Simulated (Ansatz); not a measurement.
**AlBPH (singlet): the correlation ladder at a displaced geometry (v2), cc-pVDZ**

How much of the correlation energy of AlBPH (singlet) does each wave-function method recover here?

Computed with Ansatz 0.2.0, Gaussian basis. Level: cc-pVDZ, correlated electrons: outside noble gas.

To be run: UHF; CCSD(T) on RHF; CCSD(T) on UHF; BCCD(T) on RHF; CISD; CCSDT(Q) on RHF; CCSDT(Q) on UHF; CASSCF and MRCISD+Q, 8 electrons in 8 orbitals; CASSCF and NEVPT2, 8 electrons in 8 orbitals.

## 1. The system

The geometry is a PBE0/def2-TZVP stationary point (not a proven minimum) with its atoms shifted at random (size 0.100 Å).

4 atoms, charge 0, spin multiplicity 1.

Atoms are counted from 1 here; the program's logs count them from 0.

Bond lengths: Al1–P2 2.405 Å, P2–B3 1.924 Å, P2–H4 1.339 Å. Angles: Al1–P2–B3 151.8°, Al1–P2–H4 109.5°, B3–P2–H4 97.0°.

In the tables R marks a restricted determinant and U an unrestricted one; 'frontier' is the active space of 8 electrons in 8 orbitals; correlation energies count from the lowest restricted Hartree-Fock solution.

## 2. UHF

in.yaml

```yaml
crystal:
  periodic: [false, false, false]
  atoms:
    - {symbol: Al, position_ang: [0.086939, -0.094157, 1.743827]}
    - {symbol: P, position_ang: [-0.077936, 0.199079, -0.637562]}
    - {symbol: B, position_ang: [-0.001315, -0.474584, -2.437756]}
    - {symbol: H, position_ang: [0.081793, 1.493142, -0.941391]}
basis:
  gaussian: {orbitals: cc-pVDZ}
magnetization: {spin_polarized: true, initial_magnetization: 0}
hamiltonian: {xc: hf}
output: {orbitals: {seedname: orbitals}}
```

Command:

```
$ ansatz run in.yaml --threads 1 --pin off --events-out ev --progress --plain --max-ram 2393MiB
```

The runs that follow: CCSD(T) on RHF; CCSD(T) on UHF; BCCD(T) on RHF; CISD; CCSDT(Q) on RHF; CCSDT(Q) on UHF; CASSCF and MRCISD+Q, 8 electrons in 8 orbitals; CASSCF and NEVPT2, 8 electrons in 8 orbitals.

**Question.** What will the summary of the whole plan be? Wanted: correlation energy, RCCSDT(Q); RMP2 from RCCSDT(Q); UMP2 from RCCSDT(Q); RCCSD from RCCSDT(Q); RCCSD(T) from RCCSDT(Q); UCCSD(T) from RCCSDT(Q); UCCSDT(Q) from RCCSDT(Q); NEVPT2 frontier from RCCSDT(Q); MRCISD+Q frontier from RCCSDT(Q).

The runs gave:

| quantity | value |
| --- | --- |
| correlation energy, RCCSDT(Q) | -7.8064 eV |
| RMP2 from RCCSDT(Q) | +164.9 kJ/mol |
| UMP2 from RCCSDT(Q) | +186.5 kJ/mol |
| RCCSD from RCCSDT(Q) | +39.9 kJ/mol |
| RCCSD(T) from RCCSDT(Q) | +7.9 kJ/mol |
| UCCSD(T) from RCCSDT(Q) | +9.2 kJ/mol |
| UCCSDT(Q) from RCCSDT(Q) | 0.0 kJ/mol |
| NEVPT2 frontier from RCCSDT(Q) | +137.6 kJ/mol |
| MRCISD+Q frontier from RCCSDT(Q) | +13.2 kJ/mol |
| levels within 1 kcal/mol (43 meV) | RCCSDT, UCCSDT, UCCSDT(Q) |
| T1 diagnostic | 0.027 |

**Reading.** RCCSD(T) misses by +7.9 kJ/mol, 1.0 % of the correlation energy. Of the multireference levels listed MRCISD+Q frontier comes nearest (+13.2 kJ/mol). These misses are within one basis and frozen core, not against nature; frozen cores of the runs differ by up to some meV.
